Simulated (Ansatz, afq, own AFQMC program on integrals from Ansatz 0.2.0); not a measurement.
GaBr⁺, doublet: AFQMC among the cluster methods

```xyz
2

Ga    0.0000    0.0000    0.0000
Br    0.0000    0.0000    2.2452
```

Basis cc-pVDZ. Only valence electrons are correlated. Integrals, coupled cluster, full CI and functionals: Ansatz 0.2.0; the random walks run on the same integrals in our own AFQMC program. ph-AFQMC/CISD is guided by a CISD state made of CCSD amplitudes; releasing the constraint for a short imaginary time cuts its bias at the price of noise, slowly where states lie close. Error bars are statistical, one sigma. No spin–orbit coupling.

Determinant: UHF, the one that the program's search chose, which needn't be the lowest solution. The geometry is a PBE0/def2-TZVP stationary point of this or a neighbouring charge and spin state.

No full CI on the walks' own integrals is used here; CCSDT(Q) serves as the reference and is uncertain by about the last step of the cluster series.

Cautions: no relativity below Rb; no spin-orbit coupling; inner d shell frozen.

The T1 diagnostic is 0.0213, the weight of the determinant in the CISD state is 0.908 and the ⟨S²⟩ of the determinant is 0.771. The size of the correlated space is 9 electrons in 26 orbitals.

| level | correlation energy (eV) |
| --- | --- |
| MP2 | -3.6970 |
| CCSD | -4.1521 |
| CCSD(T) | -4.2742 |

Estimate where AFQMC with the constraint released lies against CCSD(T) on the same integrals.

25.1 ± 7.7 meV below CCSD(T).

Reference: CCSDT(Q), correlation energy -4.305 eV. The released energy is read at 2.40 1/Eh (meV from the phaseless value at times in 1/Eh: -1 ± 8 at 0.24, -1 ± 8 at 0.51, 4 ± 7 at 0.99, -6 ± 8 at 1.62, 1 ± 8 at 2.40).

```json
{"level": "CCSD(T)", "E − E(reference) (meV)": "30.9", "share of correlation (%)": "99.28"}
{"level": "CCSDT", "E − E(reference) (meV)": "11.8", "share of correlation (%)": "99.73"}
{"level": "ph-AFQMC/HF", "E − E(reference) (meV)": "-93.6 ± 36.7", "share of correlation (%)": "102.17"}
{"level": "ph-AFQMC/CISD", "E − E(reference) (meV)": "4.5 ± 10.5", "share of correlation (%)": "99.89"}
{"level": "released AFQMC", "E − E(reference) (meV)": "5.8 ± 7.7", "share of correlation (%)": "99.86"}
```

A walk keeps the symmetry of its determinant, which the program's search chose and which needn't be the lowest solution, so a lower state of the same spin and another symmetry isn't excluded. Released energies are given only where the last usable release times agree within the noise; a slower fall can still hide under it.
